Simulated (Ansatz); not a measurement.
Energy needed to pull apart CH₅FSi (SMILES FC[SiH3]), singlet, into free ground-state atoms, from the structure below (displaced at random from a GFN2-xTB minimum); no zero-point or spin–orbit terms; open-shell atoms are treated unrestricted, in their ground-state multiplicity.

```json
{"atom": "F1", "x (Å)": "-0.6874", "y (Å)": "-0.5210", "z (Å)": "-1.6561"}
{"atom": "C2", "x (Å)": "-0.4660", "y (Å)": "0.3614", "z (Å)": "-0.7505"}
{"atom": "Si3", "x (Å)": "0.5305", "y (Å)": "-0.4191", "z (Å)": "0.5764"}
{"atom": "H4", "x (Å)": "-1.5109", "y (Å)": "0.6231", "z (Å)": "-0.3614"}
{"atom": "H5", "x (Å)": "0.0487", "y (Å)": "1.2423", "z (Å)": "-1.0522"}
{"atom": "H6", "x (Å)": "0.7050", "y (Å)": "0.7276", "z (Å)": "1.6742"}
{"atom": "H7", "x (Å)": "1.8707", "y (Å)": "-0.7925", "z (Å)": "0.1724"}
{"atom": "H8", "x (Å)": "-0.2989", "y (Å)": "-1.6753", "z (Å)": "1.1589"}
```

Ansatz 0.2.0; basis: def2-TZVPP; cores frozen in the correlated methods.

```json
{"method": "PBE-D4", "atomization energy (eV)": "26.63"}
{"method": "r2SCAN-D4", "atomization energy (eV)": "?"}
{"method": "B97M-V", "atomization energy (eV)": "26.53"}
{"method": "PBE0-D4", "atomization energy (eV)": "?"}
{"method": "r2SCANh-D4", "atomization energy (eV)": "26.32"}
{"method": "wB97M-V", "atomization energy (eV)": "26.51"}
{"method": "HF", "atomization energy (eV)": "19.62"}
{"method": "MP2", "atomization energy (eV)": "25.91"}
{"method": "CCSD", "atomization energy (eV)": "25.54"}
{"method": "CCSD(T)", "atomization energy (eV)": "25.81"}
```

(1) What does r2SCAN-D4 give? (An estimate is asked for; the value comes from the calculation.)

(2) What does PBE0-D4 give? (Judge from chemistry; the value comes from the calculation.)

T1 diagnostic: at most 0.011.

Answers

(1) Computed: 26.45 eV, which is about 0.64 eV more than CCSD(T)/def2-TZVPP.

(2) The calculation gives: 26.31 eV, which is about 0.50 eV more than CCSD(T)/def2-TZVPP.

In triple zeta the MP2 and coupled-cluster atomization energies are still short of their basis limit by a few kcal/mol a bond, whereas those of the functionals are nearly converged, so these differences are not deviations from converged CCSD(T).

For scale, one of the runs: CCSD(T)/def2-TZVPP forces, 174 basis functions (an equivalent command: `ansatz run in.yaml --threads 4`). Hardware: 4 CPU threads, shared host. Wall time 99 s; peak host memory 3 GiB.
